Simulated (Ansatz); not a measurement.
CH₄BCl (`CBCl`), relaxed with RKS PBE0-D4/def2-TZVP in Ansatz 0.2.0 from a PBE-D4/def2-SVP geometry. The force threshold is 0.005 eV/Å; the program also tests the step.

Charge 0, multiplicity 1.

Start:

```xyz
7

C    -0.063   -0.702   -0.166
B     0.022    0.829    0.109
Cl    0.947    1.483    1.463
H     0.521   -1.341    0.523
H     0.251   -0.907   -1.214
H    -1.132   -1.012   -0.131
H    -0.546    1.651   -0.584
```

(1) By how much does the energy fall, and how many steps does the optimiser take? (Best estimate.)

(2) Which bonds change most? (Best estimate.)

(3) Give the relaxed structure. (Estimate.)

## Answers

(1) Ansatz gave: 2.25 kJ/mol, in 3 steps.

(2) The calculation gave: B2–H7 from 1.216 to 1.194 Å; C1–H6 from 1.114 to 1.097 Å; C1–H5 from 1.113 to 1.097 Å; C1–H4 from 1.106 to 1.090 Å.

(3) The calculation gave: 
```xyz
7

C    -0.066   -0.697   -0.168
B     0.019    0.824    0.106
Cl    0.941    1.467    1.448
H     0.511   -1.320    0.516
H     0.251   -0.901   -1.198
H    -1.118   -1.007   -0.130
H    -0.538    1.634   -0.573
```
